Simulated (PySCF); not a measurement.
**NMR data sheet: C$_{5}$H$_{6}$**

```yaml
Formula: C5H6
SMILES: C=C=CC=C
Point_group_of_the_computed_structure: Cs
Degrees_of_unsaturation: 3
Carbon_signals: 5
Proton_signals: 5
```

Atom-mapped SMILES (the numbers label the heavy atoms): `[CH2:1]=[C:2]=[CH:3][CH:4]=[CH2:5]`. Each H is labelled by its parent atom. Ha(C5) is cis to C3; Hb(C5) is trans to C3.

All values are calculated (PySCF): spin–spin couplings from B3LYP/pcJ-1 (without the spin–dipole term), σ from GIAO-B97-2/pcSseg-2, PBE0-D3(BJ)/def2-SVP geometry. Rapidly exchanging positions averaged, no solvent, non-relativistic, one conformer.

References, each an isolated molecule treated in the same way: $^{1}$H and $^{13}$C vs TMS.

```tsv
carbon	δC, type	δH (multiplicity, J in Hz)	HMBC from (abs. J ≥ 3 Hz)	span of the C tensor (ppm)
C1	79.4, CH2	5.12 (m)	H(C3)	150
C2	229.2, C	–	H(C4), H(C3), H(C1)	45
C3	100.8, CH	6.15 (m)	H(C4), Ha(C5), Hb(C5), H(C1)	140
C4	142.5, CH	6.48 (m)	–	226
C5	121.6, CH2	Ha(C5) 5.34 (dtt, 18.2, 2.7, 1.3); Hb(C5) 5.13 (m)	H(C3)	202
```

Selected couplings (Hz, signed; the shortest-range and largest first, 30 at most; isotopes $^{13}$C, $^{1}$H): $^{1}J$(C1,H(C1)) 180.7, $^{1}J$(C5,Hb(C5)) 171.5, $^{1}J$(C3,H(C3)) 169.6, $^{1}J$(C5,Ha(C5)) 165.3, $^{1}J$(C4,H(C4)) 165.1, $^{1}J$(C1,C2) 111.7, $^{1}J$(C2,C3) 110.4, $^{1}J$(C4,C5) 77.2, $^{1}J$(C3,C4) 62.3, $^{2}J$(C1,C3) 7.9, $^{2}J$(Ha(C5),Hb(C5)) 1.6, $^{2}J$(C3,C5) 1.1, $^{3}J$(H(C4),Ha(C5)) 18.2, $^{3}J$(H(C3),H(C4)) 12.0, $^{3}J$(H(C4),Hb(C5)) 11.4, $^{3}J$(C2,C5) 8.7, $^{3}J$(C1,C4) 5.2, $^{4}J$(H(C1),H(C3)) -8.7, $^{4}J$(H(C3),Hb(C5)) -1.2, $^{4}J$(C1,C5) -1.0.

- Carbon types of the structure: 1 × C, 2 × CH, 2 × CH2, which accounts for all hydrogens.
- δC 229.2: central carbon of an allene; the central sp carbon of an allene is among the most deshielded carbons of hydrocarbons.
- δC 142.5: alkene CH; as expected for a trigonal carbon in a double bond.
- δC 121.6: terminal =CH2 carbon; as expected for a trigonal carbon in a double bond.
- δC 100.8, 79.4: terminal carbon of a cumulated C=C=C unit.
- δH 6.15, 5.12: hydrogen on a terminal carbon of a cumulated C=C=C unit; a vinylic proton, deshielded by the sp2 carbon and the C=C anisotropy.

Splittings below 1 Hz are ignored in the labels, and close J values are merged. Unscaled 3J(H,H) at this level run about 10 % above measured values. Shifts are as computed. Against solution values, carbons near 30 ppm lie about +4 ppm off and those near 130 ppm about +7 ppm. Of 1211 compounds with measured shifts, 218 miss one by over three times the rms of a fit or turn the order of signals round; such compounds aren't used in these exercises.
